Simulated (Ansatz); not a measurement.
**How well does each level of theory give the band gap of zinc-blende InSb?**

Reference value: 0.26 eV (measured, zero-point shift of 0.02 eV (the table's estimate, ZP (est)) added back, E0, Γ; as tabulated in arXiv:2302.06325).

Task: Which of these levels comes closest to the reference?
A. HSE06+SOC (Ansatz, a program for electronic structure)
B. PBE+SOC (Ansatz)
C. LDA+SOC (Ansatz)
D. r²SCAN+SOC (Ansatz)

Result: A, HSE06+SOC (Ansatz)

| level (code) | value (eV) | error (eV) |
|---|---|---|
| LDA+SOC (Ansatz) | 0.00 | -0.26 |
| PBE+SOC (Ansatz) | 0.00 | -0.26 |
| r²SCAN+SOC (Ansatz) | 0.01 (direct) | -0.25 |
| HSE06+SOC (Ansatz) | 0.24 (direct) | -0.02 |

The best agreement in this table is that of HSE06+SOC (-0.02 eV). Farthest off: LDA+SOC (-0.26 eV), PBE+SOC (-0.26 eV), r²SCAN+SOC (-0.25 eV). No gap at all, against the measurement: LDA+SOC, PBE+SOC.

Density-functional values are differences of (generalised) Kohn–Sham levels of a static lattice; semilocal ones lie below quasiparticle gaps as a rule. Measured values hold zero-point and thermal shifts unless a correction is named. A gap of zero means that the bands touch or overlap; how far they overlap is not shown.  Values are at the measured cell. Cutoffs and k meshes differ between the levels. Ansatz's density-functional and Hartree–Fock values are scalar-relativistic unless marked +SOC, with PAW data made under PBE.

Differences are worked out from the printed values.
